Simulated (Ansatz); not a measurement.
Species: sum formula H2OCl, net charge 1, singlet state. It need not be the lowest isomer of its formula. 
Structure (B3LYP-D3(BJ)/def2-TZVP (Ansatz, a quantum-chemistry and plane-wave program) minimum search):
SMILES: [OH2+]Cl
```xyz
4

O     -0.0211     1.0722    -0.0746
H     -0.9457     1.3908     0.0477
Cl     0.0314    -0.6722    -0.0032
H      0.5812     1.4595     0.6026
```
Charge +1, spin multiplicity 1.

Basis-set convergence of Hartree-Fock and CCSD correlation energies (hartree) with Ansatz. Valence correlation only, unless marked. Spin-orbit coupling is left out. No relativistic terms.

```json
[
 {"basis": "def2-SVP", "functions": "42", "E(HF)": "-534.91761", "E(corr, CCSD)": "-0.35273"},
 {"basis": "def2-TZVPP", "functions": "101", "E(HF)": "-535.17662", "E(corr, CCSD)": "-0.45678"},
 {"basis": "def2-QZVPP", "functions": "187", "E(HF)": "-535.19326", "E(corr, CCSD)": "-0.49056"}
]
```

Extrapolating the two largest sets (X = 3 and 4) as X^-3: E(corr) = (64·(-0.49056) - 27·(-0.45678))/37 = -0.5152 Eh, an estimate of the basis-set limit. The largest set recovers 95.2 % of it, the smallest 68.5 %.
